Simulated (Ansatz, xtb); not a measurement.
A ladder of methods for C3H8S (ethyl methyl sulfide)

The species is C3H8S (12 atoms), meant as a singlet with charge 0. As SMILES, `CCSC`. Geometry: relaxed at PBE0-D4/def2-TZVP. This is one conformer, not always the lowest.

```xyz
12

C    -0.7165    1.3381    0.1946
C    -0.4363    0.0904    1.0084
S     1.1914   -0.6415    0.7387
C     1.0093   -1.2466   -0.9429
H    -0.7115    1.1275   -0.8769
H    -1.7005    1.7457    0.4442
H     0.0345    2.1056    0.3902
H    -1.1959   -0.6770    0.8315
H    -0.4569    0.3163    2.0776
H     0.1693   -1.9401   -1.0203
H     0.8860   -0.4349   -1.6609
H     1.9271   -1.7837   -1.1843
```

Each level gives the atomisation enthalpy at 298 K (kJ/mol). The values are calculated. The thermal term (zero-point and 298 K enthalpy, harmonic and unscaled) is that of GFN1-xTB; the spin-orbit lowering of the free atoms at 298 K, 1.9 kJ/mol by their spectra, is taken off.

**What was measured.** CRC Handbook of Chemistry and Physics gives the atomisation enthalpy at 298 K of the gas as 4231 kJ/mol.

```csv
level,kind,program,value (kJ/mol),computed − measured,CPU time (all runs)
SVWN5/6-31G* (spherical functions),LDA,Ansatz,4839,+608,4.3 s
BLYP/6-31G* (spherical functions),GGA,Ansatz,4170,-61,6.9 s
r2SCAN/6-31G* (spherical functions),meta-GGA,Ansatz,4228,-3,14 s
B3LYP/6-31G* (spherical functions),global hybrid,Ansatz,4204,-27,7.1 s
BHLYP/6-31G* (spherical functions),global hybrid,Ansatz,4110,-121,7.9 s
r2SCAN0/6-31G* (spherical functions),hybrid meta-GGA,Ansatz,4188,-43,15 s
wB97X/6-31G* (spherical functions),range-separated hybrid,Ansatz,4236,+5,27 s
B2PLYP/6-31G* (spherical functions),double hybrid,Ansatz,4093,-138,9 s
RPA@PBE0/6-31G* (spherical functions),RPA,Ansatz,3799,-432,11 s
CCSD/6-31G* (spherical functions),coupled cluster or CI,Ansatz,3802,-429,8.2 s
```

Nearest: r2SCAN/6-31G* (spherical functions) (-3 kJ/mol); farthest: SVWN5/6-31G* (spherical functions) (+608 kJ/mol). Computed less measured by kind, in kJ/mol (of the ab initio rows, those in 6-31G*): LDA +608; GGA -61; meta-GGA -3; global hybrid -121 to -27; range-separated hybrid +5; double hybrid -138; RPA -432; coupled cluster or CI -429. In a finite basis correlated wave-function methods underbind, so their errors here aren't those of the basis-set limit. In so small a basis fixed costs decide the times, and correlated methods can beat functionals. CPU times are rough (shared hosts, several kinds of processor and program).
